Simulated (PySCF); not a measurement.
# AlB at PBE0

Computed with PBE0; Al def2-TZVPP, B def2-TZVPP; no relativity (PySCF 2.14).

| Quantity | Value |
| --- | --- |
| state | ³Π (triplet), unpaired electrons σ ↑, π ↑, a second solution, started from another occupation |
| bond length | 2.226 Å |
| harmonic wavenumber | 489 cm⁻¹ |
| force constant | 1.10 mdyn/Å |
| rotational constant Be | 0.4353 cm⁻¹ |
| anharmonicity ωexe | 3.44 cm⁻¹ |
| vibration–rotation constant αe | 0.00452 cm⁻¹ |
| energy of the minimum from ground-state Al + B | -2.07 eV |
| bond order (Mayer) | 1.16 |
| dipole moment (positive dipole means Al(−)B(+)) | -1.14 D |
